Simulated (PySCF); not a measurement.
**P2 at RHF-MP2**

Level: RHF-MP2. basis P def2-TZVPPD; no relativity; PySCF 2.14.

| Property | Result |
| --- | --- |
| state | ¹Σg⁺ (singlet), closed shell |
| bond length | 1.918 Å |
| harmonic wavenumber | 736 cm⁻¹ |
| force constant | 4.95 mdyn/Å |
| rotational constant Be | 0.2960 cm⁻¹ |
| anharmonicity ωexe | 3.76 cm⁻¹ |
| vibration–rotation constant αe | 0.00172 cm⁻¹ |
| well depth De to P + P | 4.75 eV |
| dissociation energy D0 | 4.70 eV |

Correlated steps freeze 10 core orbitals. Where the molecule has an RHF reference, its open-shell atoms are computed with UHF.
